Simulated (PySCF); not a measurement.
Species: methacrylic acid, C4H6O2.
Atom-mapped SMILES: `[CH2:1]=[C:2]([CH3:3])[C:4](=[O:5])[OH:6]` (hydrogens: H7, H8 on C1; H9, H10, H11 on C3; H12 on O6)

Geometry (PBE0-D3(BJ)/def2-SVP, Å), atoms numbered from 1 in this order:
```xyz
12
C4H6O2 angstrom
C     -0.761    1.115   -0.739
C     -0.207    0.041   -0.162
C     -0.707   -1.359   -0.325
C      0.990    0.181    0.714
O      1.530   -0.752    1.255
O      1.425    1.441    0.856
H     -0.347    2.113   -0.581
H     -1.640    1.019   -1.382
H     -0.945   -1.803    0.654
H     -1.603   -1.389   -0.960
H      0.069   -2.000   -0.771
H      2.195    1.392    1.442
```

Computed with core-valence-separated Tamm–Dancoff BHandHLYP/aug-pcX-1 (pcseg-1 on H) in PySCF, non-relativistic, gas phase, PBE0-D3(BJ)/def2-SVP geometry.

Computed oxygen K-edge spectrum, Gaussian lines of 0.6 eV full width, highest printed point 100; it ends one width below the last computed root. The energies are unshifted.

(photon energy (eV), absorption): (528.4, 3), (528.6, 18), (528.8, 57), (529.0, 100), (529.2, 95), (529.4, 48), (529.6, 13), (529.8, 2), (530.0, 0), (530.2, 0), (530.4, 0), (530.6, 0), (530.8, 0), (531.0, 0), (531.2, 0), (531.4, 0), (531.6, 0), (531.8, 0), (532.0, 1), (532.2, 8), (532.4, 22), (532.6, 35), (532.8, 38), (533.0, 47), (533.2, 66), (533.4, 64), (533.6, 35), (533.8, 12), (534.0, 8), (534.2, 13), (534.4, 15), (534.6, 12), (534.8, 8)

**Question.** Assign the maxima to core holes.

**Answer.** 3 maxima:
- 529.1 eV: O5 (acid carbonyl oxygen), 529.08 eV, f = 0.042, 1s→π*, 100 % of the height at the exact maximum
- 533.3 eV: O6 (acid hydroxyl oxygen), 533.31 eV, f = 0.024, 87 % of the height at the exact maximum
- 534.4 eV: O5 (acid carbonyl oxygen), 534.43 eV, f = 0.004, 67 % of the height at the exact maximum; O5 (acid carbonyl oxygen), 534.20 eV, f = 0.002, 28 % of the height at the exact maximum

Further lines of some strength in the range: O6, 532.64 eV, f = 0.013.

Roots within 0.03 eV on the same or equivalent atoms count as one line; shares under 12 % aren't listed.

Vibrational structure and lifetime widths aren't in the curve. The ionisation threshold wasn't computed; near and above it a finite basis only mimics Rydberg series and continuum.

Cost: about 50 s of CPU time on one thread; the machine was shared, so the figure is rough.

One conformer stands for the species.
